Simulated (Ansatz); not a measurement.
# The cluster TlF2−: geometry, orbitals and charge

What does the cluster TlF2− look like as a singlet, and where do its frontier electrons sit?

Method: RKS PBE0-D4/def2-TZVPD; program: Ansatz 0.2.0, Gaussian basis.

The runs, in order: relaxation at PBE0-D4/def2-TZVPD; a search for the lowest solution at PBE0-D4/def2-SVP; a single point at PBE0-D4/def2-TZVPD.

## (1) The starting structure

3 atoms, charge -1, spin multiplicity 1.

Atoms are counted from 1 here; the program's logs count them from 0.

Bond lengths: Tl1–F2 2.431 Å, Tl1–F3 2.434 Å. Angles: F2–Tl1–F3 120.2°.

Tl takes a core potential in the def2 sets. No spin-orbit coupling is included. The ion is computed in the gas phase, without counter-ions or solvent.

The start is a GFN1-xTB geometry.

## (2) Optimising with PBE0-D4/def2-TZVPD

Input file in.yaml:

```yaml
crystal:
  periodic: [false, false, false]
  atoms:
    - {symbol: Tl, position_ang: [-0.210510, -0.674630, -0.392460]}
    - {symbol: F, position_ang: [-1.281140, 1.434860, -0.952330]}
    - {symbol: F, position_ang: [1.491650, -0.760230, 1.344790]}
basis:
  gaussian: {orbitals: def2-TZVPD}
total_charge: -1
hamiltonian: {xc: pbe0, dispersion: d4}
scf: {lower_state_search: "off"}
output: {orbitals: {seedname: orbitals}}
relax: {f_tol: 0.02, max_steps: 100}
```

Launch:

```bash
> ansatz run in.yaml --threads 4 --pin off --events-out ev --progress --plain --max-ram 3916MiB
```

After this run come: Searching for the lowest solution, PBE0-D4/def2-SVP; Single point, PBE0-D4/def2-TZVPD.

**Question.** What will the summary of the whole plan be? Wanted: point group; commonest bond; HOMO, LUMO at PBE0-D4/def2-TZVPD.

As calculated:

| quantity | value |
| --- | --- |
| point group | C2v |
| commonest bond | F–Tl, 2 of mean length 2.208 Å |
| HOMO, LUMO at PBE0-D4/def2-TZVPD | -2.04, 3.16 eV |

What this shows: The molecule keeps its bonding pattern by the stored test; the atoms moved 0.36 Å (rms), and the angle F2–Tl1–F3 went from 120° to 99°. No usable vibrations, so a minimum isn't proven. Whether this spin is the lowest isn't tested here.
